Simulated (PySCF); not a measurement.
Gas-phase reaction: 2 C4H10 (n-butane) ⇌ 6 CH3 + C2H2 (acetylene)

Method: PySCF energies (xtb for GFN2) plus ideal-gas RRHO corrections (1 bar). 'Table' is the NASA 1993 thermochemical table (part measured, part estimated). † marks an energy on the PBE0/def2-TZVP geometry and frequencies; other levels use their own. MP2 freezes the core. Open shells (unrestricted): CH3 (multiplicity 2); the rest are closed-shell singlets. GFN2 has no spin-polarisation term. MP2 isn't extrapolated to the basis-set limit.

Levels: a) r2SCAN/def2-TZVP†; b) MP2/def2-TZVPP†; c) PBE/def2-TZVP†; d) HF/def2-TZVP†; e) GFN2-xTB.

Q: Order the levels by the distance of their ΔH°(298 K) from the table for this reaction, closest first.

A: c (+1 kJ), b (+30 kJ), a (-87 kJ), d (-441 kJ), e (+478 kJ)

The table gives 1361 kJ. The order holds for this reaction alone, and for the 1993 entries, some of which have been revised since.
